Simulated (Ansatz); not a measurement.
The first iterations of a band of AlH5OS (8 atoms, charge 0, multiplicity 1).

These are results of RKS PBE0/6-31G* (Ansatz 0.2.0), not measurements.

* movable images: 7
* climbing image: yes
* spring: 0.1 eV/Å²
* optimiser: quadratic models (default)
* start path: through a guess of the saddle point
* force threshold: 0.03 eV/Å
* iteration limit: 60
* end points: relaxed

Initial state:

```xyz
8
Properties=species:S:1:pos:R:3
Al -0.023 0.043 0.291
O -0.288 -0.666 1.853
H -1.150 -1.065 2.005
H 1.496 0.117 -0.192
H -1.252 0.080 -0.734
S -0.087 2.514 1.166
H 1.229 2.778 1.068
H 0.008 2.072 2.434
```

Final state:

```xyz
8
Properties=species:S:1:pos:R:3
Al 0.091 0.528 0.167
O -0.254 -0.189 2.038
H -1.108 -0.645 2.096
H 1.553 0.017 -0.195
H -1.242 -0.032 -0.513
S -0.051 2.680 0.811
H 1.277 2.880 0.927
H -0.335 0.633 2.559
```

| iteration | highest image above the first end (eV) | largest band force component (eV/Å) |
| --- | --- | --- |
| 1 | 2.442 | 12.303 |
| 2 | 1.149 | 4.470 |
| 3 | 0.563 | 1.960 |
| 4 | 0.373 | 1.003 |

Q: Does the band converge within its limit, and where does its top end?

A: It converged. It ended after 12 iterations with the highest image 0.182 eV above the first end. Another band between the same ends (7 images) ends at a top of the same energy, where a vibrational analysis finds 1 clearly imaginary mode. The orbitals stay closed-shell, which can raise the energy where a bond breaks towards radicals; this wasn't checked here.

Time of the run: 2 min on 1 thread of Intel(R) Xeon(R) 6975P-C (Granite Rapids) (shared host), peak memory 0.14 GiB.
